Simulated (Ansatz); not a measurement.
`CC1=COC1` → `C1=CCOC1`  (isomerisation)

Computed with Ansatz on PBE0-D4/def2-TZVP structures; ΔE is electronic, products minus reactants. CCSD(T)/CBS is the MP2 limit (def2-TZVPP, def2-QZVPP) plus CCSD(T) − MP2 in def2-TZVPP, frozen cores. DFT in def2-TZVPP.

CCSD(T)/CBS gives -85.4 kJ/mol.

Task: Another level gave -88.2 kJ/mol. Which?
A. CCSD/def2-TZVPP
B. PBE/def2-TZVPP
C. HF/def2-TZVPP
D. PBE0/def2-TZVPP

Result: A. CCSD/def2-TZVPP -88.2, PBE0 -80.4, PBE -69.6, HF/def2-TZVPP -103.7 kJ/mol.

Largest T1 diagnostic among the species: 0.013.

From PBE to PBE0 (25 % exact exchange), in def2-TZVPP and without D4, ΔE moves by −10.7 kJ/mol. In def2-TZVPP, CCSD(T) changes the Hartree–Fock value by +19.3 kJ/mol (the triples alone add +3.9 kJ/mol) and MP2 by +23.0 kJ/mol.
